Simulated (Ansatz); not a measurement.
Input file for C$_{2}$H$_{3}$ClO (`C=C(O)Cl`):

```yaml
crystal:
  periodic: [false, false, false]
  atoms:
    - {symbol: C, position_ang: [-0.186134, 0.387738, 0.792240]}
    - {symbol: C, position_ang: [-0.211147, -0.170079, -0.411289]}
    - {symbol: O, position_ang: [0.833861, -0.633752, -1.116763]}
    - {symbol: Cl, position_ang: [-1.667887, -0.392808, -1.292216]}
    - {symbol: H, position_ang: [-1.095577, 0.724672, 1.263253]}
    - {symbol: H, position_ang: [0.752009, 0.512559, 1.319748]}
    - {symbol: H, position_ang: [1.636177, -0.496431, -0.600673]}
basis:
  gaussian: {orbitals: def2-TZVPP}
correlation: {method: ccsd_t}
output: {orbitals: {seedname: orbitals}}
```

```sh
$ ansatz run in.yaml --threads 2 --pin off --events-out ev --progress --plain --max-ram 4352MiB
```

Output of Ansatz, abridged:

```
Functional definition: HF
1080 factors; integrals over basis functions are off by at most 8.0e-4 eV
mean field evaluation 1: about -16647.2389 eV, gradient 3.5e1 eV
mean field evaluation 2: about -16647.4817 eV, gradient 3.5e1 eV
mean field evaluation 4: about -16650.2897 eV, gradient 3.5e0 eV
mean field evaluation 8: about -16650.3467 eV, gradient 3.9e-1 eV
mean field evaluation 16: about -16650.3479 eV, gradient 1.1e-6 eV
mean field -16650.34785398 eV, -611.8889976227 hartree, gradient 1.1e-6 eV, S^2 0.000000; 0 other end points of the search recorded, 0 dependent functions left out
8 core orbitals not correlated: weight in the atoms' cores, before any rotation towards them, 1.000 or more for the frozen orbitals, at most 0.000 for the correlated occupied ones
reference -16650.34785398 eV, -611.8889976227 hartree; 12, 12 occupied and 157, 157 virtual orbitals, 1080 factors
second order -20.42185296 eV of doubles, -0.00000000 eV of singles
cycle   1  -20.60935256 eV  change   -1.9e-1 eV  update   9.5e-2
cycle   2  -21.09016001 eV  change   -4.8e-1 eV  update   2.9e-2
cycle   3  -21.20312445 eV  change   -1.1e-1 eV  update   1.4e-2
cycle   4  -21.19437443 eV  change    8.8e-3 eV  update   3.5e-3
cycle   5  -21.19390806 eV  change    4.7e-4 eV  update   1.5e-3
cycle   6  -21.19446684 eV  change   -5.6e-4 eV  update   4.0e-4
cycle   7  -21.19427177 eV  change    2.0e-4 eV  update   1.3e-4
cycle   8  -21.19426115 eV  change    1.1e-5 eV  update   3.8e-5
cycle   9  -21.19427018 eV  change   -9.0e-6 eV  update   1.6e-5
perturbative correction -0.93395993 eV, -0.0343223942 hartree
Total energy: -16672.47608409 eV, -612.7021950801 hartree
```

Run time 20 s (2 threads of an Intel Xeon Platinum 8559C on a shared host); peak host memory 1.7 GiB.

Correlation energy per correlated electron: -0.922 eV. T1 diagnostic: 0.0114.
